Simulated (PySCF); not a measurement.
## How good is the calculation?

Atoms are numbered as in `[CH3:1][S:2]([CH3:3])=[O:4]`. Each H is labelled by its parent atom.

What is known from experiment: δ ¹³C C1/C3 41.3; δ ¹H H(C1)/H(C3) 2.50 ppm (measured; solution, CD3CN, 298 K; Fulmer et al., Organometallics 2010, 29, 2176).
δ ³³S S2 233.0 ppm (measured; liquid, neat; H. L. Retcofsky, R. A. Friedel, J. Am. Chem. Soc. 94 (1972) 6579).

Computational details: structure optimised with GFN2-xTB, GIAO PBE0/pcSseg-1 shieldings, in PySCF (single conformer, non-relativistic Hamiltonian, equivalent nuclei averaged, gas phase).

Question: How close does the calculation come?

Answer: 
Reference values: measured (solution, CD3CN, 298 K; Fulmer et al., Organometallics 2010, 29, 2176).
```
      atoms  quantity  reference  computed  computed, scaled
      C1/C3     δ ¹³C       41.3      47.9              44.6
H(C1)/H(C3)      δ ¹H       2.50      2.25              2.23
```

Reference values: measured (liquid, neat; H. L. Retcofsky, R. A. Friedel, J. Am. Chem. Soc. 94 (1972) 6579).
```tsv
atoms	quantity	reference	computed
S2	δ ³³S vs CS2	233.0	305.9
```

Computed shifts are σ(ref) − σ with the named reference compound (TMS for H and C) calculated as an isolated molecule at the same level. The measured values may be among those fitted. Empirical linear scaling, fitted to shifts measured mostly in CDCl3 for H and C (δ vs TMS): ¹H: δ = 30.01 − 0.943σ (rms 0.16 ppm, 131 shifts, 0.17 ppm with the 2 outliers that the fit left out); ¹³C: δ = 180.61 − 0.978σ (rms 2.1 ppm, 210 shifts, 2.3 ppm with the 2 outliers that the fit left out). A few per cent of atoms miss by over 2 rms, more outside the fitted compound classes.

3 of the 29 published NMR values on file for this molecule are compared. The rest: values from further sources, protons in aromatic solvents.
